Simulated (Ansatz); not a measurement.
System: rock-salt HfC. Method: revPBE (Ansatz, a first-principles code, plane waves, PAW).

Numerical settings: plane-wave cutoff 520 eV, 16×16×16 k mesh, Fermi–Dirac smearing 0.1 eV, perturbation theory, scalar-relativistic PAW data made under PBE.

Computed at the level's own relaxed cell.

**Question.** What does this level give for the TO(Γ) frequency?

**Answer.** 
TO(Γ) frequency: 421 cm⁻¹

Spin–orbit coupling is not included.

It cost very roughly 22 core-minutes of CPU time.
